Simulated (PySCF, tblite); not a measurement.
**C5H7S radical: geometry, infrared bands and EPR parameters**

What infrared bands and EPR parameters should C5H7S radical (`CS[C@H]1[C@@H]2[CH][C@@H]21`) show?

The runs use tblite 0.8.0 and PySCF 2.14.0, with density-fitted response routines of our own; the level of theory stands in each step. All values are computed, except where a source is named. Atoms count from 0, in the outputs and in this text.

## Step 1: The molecule as given

13 atoms, charge 0, multiplicity 2; geometry from: force field or distance geometry start.

Bonds of the start (Å): C0–S1 1.83, S1–C2 1.76, C2–C3 1.54, C3–C4 1.54, C4–C5 1.53, C5–C2 1.56, C5–C3 1.36, C0–H6 1.13, C0–H7 1.10, C0–H8 1.10, C2–H9 1.09, C3–H10 1.04, C4–H11 1.09, C5–H12 1.04.

## Step 2: Geometry optimisation with GFN2-xTB

What the job is given:

```
{"job": {"kind": "relax", "xc": "GFN2-xTB", "basis": "xTB"}, "charge": 0, "multiplicity": 2}
C      2.396500     0.339900    -0.087100
S      1.248300    -1.085300    -0.023800
C     -0.202900    -0.507500    -0.839300
C     -1.639200    -0.889900    -0.441200
C     -2.293000     0.492200    -0.647400
C     -1.098000     0.152300     0.252100
H      1.750600     1.266500    -0.075300
H      3.057100     0.405600     0.793600
H      2.924600     0.312000    -1.048200
H     -0.044200     0.058500    -1.758900
H     -2.100300    -1.818600    -0.401900
H     -3.183200     0.746500    -0.065300
H     -0.820700     0.528200     1.180100
```

On the command line:

```bash
OMP_NUM_THREADS=1 python probes_run.py task.json out
```

One launch serves the whole session: the jobs run in the order shown.

**Question.** This job is followed by: GFN2-xTB harmonic vibrations, gas phase; UKS B3LYP, pcH-1 on C H S, non-relativistic, mean-field spin-orbit, GIAO. What will the session give for the following? strongest single infrared mode (GFN2-xTB); zero-point energy (GFN2-xTB); g(iso) (B3LYP); ⟨S²⟩; largest a(iso) (averaged by class); surface potential, 1st and 99th percentile.

The runs gave:

| quantity | value |
| --- | --- |
| strongest single infrared mode (GFN2-xTB) | 3086 cm⁻¹, 66 km/mol |
| zero-point energy (GFN2-xTB) | 62.2 kcal/mol |
| g(iso) (B3LYP) | 2.00274 |
| ⟨S²⟩ | 0.753 (exact 0.75) |
| largest a(iso) (averaged by class) | 13C on C4, 343.2 MHz |
| surface potential, 1st and 99th percentile | -0.99 V and 1.04 V |

Over 71 steps the energy fell by 1.327 eV; of the close pairs, C3–C5 changed most, 1.364 to 1.561 Å. All 33 modes are real, so the xTB geometry is a minimum. The strongest single mode, at 3086 cm⁻¹, moves mainly H11. Unscaled tight-binding wavenumbers are off by several per cent, some by more. Its intensities can rank the bands wrongly. C4 carries the largest spin population, 0.80 e. The isotropic g lies 0.4 ppt above the free-electron value.
